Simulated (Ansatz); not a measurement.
**CHOS+ (SMILES O=[C+]S): functionals against CCSD(T) at one geometry**

An exercise on one series of results from a longer session: the logs are not shown, and one member is left open.

Computed with Ansatz 0.2.0, Gaussian basis. Level: single points in def2-TZVPP.

Cores are frozen in the correlated methods.

## The starting structure

4 atoms, charge 1, spin multiplicity 1.

Atoms are counted from 1 here; the program's logs count them from 0.

Bond lengths: O1–C2 1.140 Å, C2–S3 1.687 Å, S3–H4 1.425 Å. Angles: O1–C2–S3 173.9°, C2–S3–H4 89.8°.

As a file:

```xyz
4
charge 1, multiplicity 1
O     0.09552   -0.36523    1.70931
C     0.27155   -0.28608    0.58589
S     0.37055   -0.08874   -1.08639
H    -0.78139    0.74956   -1.05135
```

The first run:

The input, run/in.yaml:

```yaml
crystal:
  periodic: [false, false, false]
  atoms:
    - {symbol: O, position_ang: [0.095523, -0.365228, 1.709310]}
    - {symbol: C, position_ang: [0.271552, -0.286083, 0.585889]}
    - {symbol: S, position_ang: [0.370549, -0.088737, -1.086392]}
    - {symbol: H, position_ang: [-0.781386, 0.749562, -1.051347]}
basis:
  gaussian: {orbitals: def2-TZVPP}
total_charge: 1
hamiltonian: {xc: pbe, dispersion: d4}
output: {forces: true}
```

Launch:

```console
ansatz run in.yaml --threads 2 --pin off --events-out ev --progress --plain --max-ram 3481MiB
```

Among the steps run: PBE-D4/def2-TZVPP; r2SCAN-D4/def2-TZVPP; PBE0-D4/def2-TZVPP; wB97M-V/def2-TZVPP; CCSD(T)/def2-TZVPP.

One table of the session follows, with a row left open; its other results are not shown here.

| method | RMS force component (eV/Å) | angle to CCSD(T) forces (°) |
| --- | --- | --- |
| PBE-D4 | 0.561 | 41.4 |
| r2SCAN-D4 | 0.799 | 19.7 |
| PBE0-D4 | ? | ? |
| wB97M-V | 1.123 | 22.6 |
| CCSD(T) | 0.735 | reference |

Estimate the missing values for PBE0-D4.

**Answer.** RMS force component (eV/Å): 1.032; angle to CCSD(T) forces (°): 20.8. In the column «RMS force component (eV/Å)» it lies between r2SCAN-D4 (0.799) and wB97M-V (1.123).
